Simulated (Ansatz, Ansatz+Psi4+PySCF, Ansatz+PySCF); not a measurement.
```yaml
atoms:
  - { symbol: C, position_ang: [1.2567, -0.2530, 0.0910] }
  - { symbol: N, position_ang: [0.0936, 0.4714, -0.1364] }
  - { symbol: C, position_ang: [-1.1913, -0.1865, 0.0334] }
  - { symbol: H, position_ang: [-1.9925, 0.4819, -0.2887] }
  - { symbol: H, position_ang: [1.2539, -1.2824, -0.2480] }
  - { symbol: H, position_ang: [2.1858, 0.3012, 0.0460] }
  - { symbol: H, position_ang: [0.1154, 1.4140, 0.2279] }
  - { symbol: H, position_ang: [-1.2245, -1.0781, -0.5987] }
  - { symbol: H, position_ang: [-1.3853, -0.4999, 1.0701] }
```

Basis set: cc-pVTZ (spherical functions). Left uncorrelated: 3 orbitals. Correlation on ROHF uses semicanonical orbitals with singles. Charge 0, multiplicity 2.

Computed with Ansatz (development build ahead of 0.2.0); each method stands on the lowest determinant of its kind that the runs found.

The atomization energy at this shape (free ground-state atoms in the same class of orbitals less the molecule, no zero-point energy) of doublet C2H6N:

```tsv
method	atomization energy
ROHF-MP2	3153.4 kJ/mol
UHF-MP2	3150.0 kJ/mol
UHF	2328.3 kJ/mol
```

(1) What does ROHF give?

Answers

(1) 2350.0 kJ/mol.
